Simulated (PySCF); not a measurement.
# Basis and Hamiltonian dependence of the electron affinity of P

P- [Ne] 3s2 3p4 (3P) → P [Ne] 3s2 3p3 (4S). Calculated with PySCF 2.14 from differences of total energies of unrestricted determinants, without spin-orbit coupling. Values in eV.

```json
{"basis": "dyall-av2z", "Hamiltonian": "non-relativistic", "functions": "50", "UHF": "-0.352", "LDA": "1.026", "PBE0": "0.774", "MP2 (valence)": "0.286", "CCSD(T) (valence)": "0.376", "CCSD(T) (valence and next inner shell)": "n/a"}
{"basis": "aug-cc-pV(T+d)Z", "Hamiltonian": "non-relativistic", "functions": "55", "UHF": "-0.322", "LDA": "1.036", "PBE0": "0.786", "MP2 (valence)": "0.467", "CCSD(T) (valence)": "0.614", "CCSD(T) (valence and next inner shell)": "n/a"}
{"basis": "aug-cc-pV(T+d)Z with one added diffuse shell each of s, p, d, f type", "Hamiltonian": "non-relativistic", "functions": "71", "UHF": "-0.316", "LDA": "1.063", "PBE0": "0.798", "MP2 (valence)": "0.480", "CCSD(T) (valence)": "0.623", "CCSD(T) (valence and next inner shell)": "n/a"}
{"basis": "aug-cc-pCVTZ-DK", "Hamiltonian": "spin-free X2C", "functions": "75", "UHF": "-0.334", "LDA": "1.026", "PBE0": "0.771", "MP2 (valence)": "0.458", "CCSD(T) (valence)": "0.605", "CCSD(T) (valence and next inner shell)": "0.602"}
{"basis": "aug-cc-pwCVTZ", "Hamiltonian": "non-relativistic", "functions": "75", "UHF": "-0.322", "LDA": "1.034", "PBE0": "0.782", "MP2 (valence)": "0.469", "CCSD(T) (valence)": "0.616", "CCSD(T) (valence and next inner shell)": "0.614"}
{"basis": "def2-QZVPPD", "Hamiltonian": "non-relativistic", "functions": "76", "UHF": "-0.456", "LDA": "0.833", "PBE0": "0.624", "MP2 (valence)": "0.348", "CCSD(T) (valence)": "0.503", "CCSD(T) (valence and next inner shell)": "0.499"}
{"basis": "aug-cc-pVQZ-DK", "Hamiltonian": "spin-free X2C", "functions": "84", "UHF": "-0.334", "LDA": "1.026", "PBE0": "0.773", "MP2 (valence)": "0.533", "CCSD(T) (valence)": "0.679", "CCSD(T) (valence and next inner shell)": "n/a"}
{"basis": "dyall-av3z", "Hamiltonian": "spin-free X2C", "functions": "84", "UHF": "-0.336", "LDA": "1.032", "PBE0": "0.776", "MP2 (valence)": "0.459", "CCSD(T) (valence)": "0.606", "CCSD(T) (valence and next inner shell)": "n/a"}
{"basis": "x2c-QZVPPall with one added diffuse shell each of s, p, d, f type", "Hamiltonian": "spin-free X2C", "functions": "86", "UHF": "-0.336", "LDA": "1.027", "PBE0": "0.773", "MP2 (valence)": "0.509", "CCSD(T) (valence)": "0.657", "CCSD(T) (valence and next inner shell)": "0.653"}
{"basis": "dyall-acv3z", "Hamiltonian": "non-relativistic", "functions": "113", "UHF": "-0.323", "LDA": "1.041", "PBE0": "0.787", "MP2 (valence)": "0.473", "CCSD(T) (valence)": "0.619", "CCSD(T) (valence and next inner shell)": "n/a"}
{"basis": "aug-cc-pV(Q+d)Z with one added diffuse shell each of s, p, d, f, g type", "Hamiltonian": "non-relativistic", "functions": "114", "UHF": "-0.319", "LDA": "1.056", "PBE0": "0.793", "MP2 (valence)": "0.551", "CCSD(T) (valence)": "n/a", "CCSD(T) (valence and next inner shell)": "n/a"}
{"basis": "aug-cc-pCVQZ-DK", "Hamiltonian": "spin-free X2C", "functions": "134", "UHF": "-0.335", "LDA": "1.029", "PBE0": "0.775", "MP2 (valence)": "0.534", "CCSD(T) (valence)": "n/a", "CCSD(T) (valence and next inner shell)": "n/a"}
{"basis": "aug-cc-pV(5+d)Z", "Hamiltonian": "non-relativistic", "functions": "136", "UHF": "-0.323", "LDA": "1.040", "PBE0": "0.787", "MP2 (valence)": "0.575", "CCSD(T) (valence)": "n/a", "CCSD(T) (valence and next inner shell)": "n/a"}
```

**Question.** Estimate the row for dyall-av3z (non-relativistic, 84 functions).

**Answer.** From the rows with the same Hamiltonian and similar size; the calculation gives UHF -0.33; LDA 1.04; PBE0 0.79; MP2 (valence) 0.47; CCSD(T) (valence) 0.61 (eV).

Extrapolation of MP2 (valence) from aug-cc-pCVTZ-DK and aug-cc-pCVQZ-DK: the correlation parts are 0.792 and 0.869 eV; with the X⁻³ form and unrounded values, (4³ × 0.869 − 3³ × 0.792)/(4³ − 3³) = 0.925 eV, and adding the Hartree-Fock value -0.335 eV of the larger basis gives 0.590 eV.

Frozen in the all-electron rows: valence: [Ne]; valence and next inner shell: 1s2.

In most of these bases the highest occupied level of the anion is positive at LDA, PBE0, so the basis helps to hold the electron.

Between the lowest levels the reference is 0.747 eV (measured; photodetachment measurements, as compiled on the Wikipedia data page of electron affinities); it includes spin-orbit coupling, which these numbers lack.
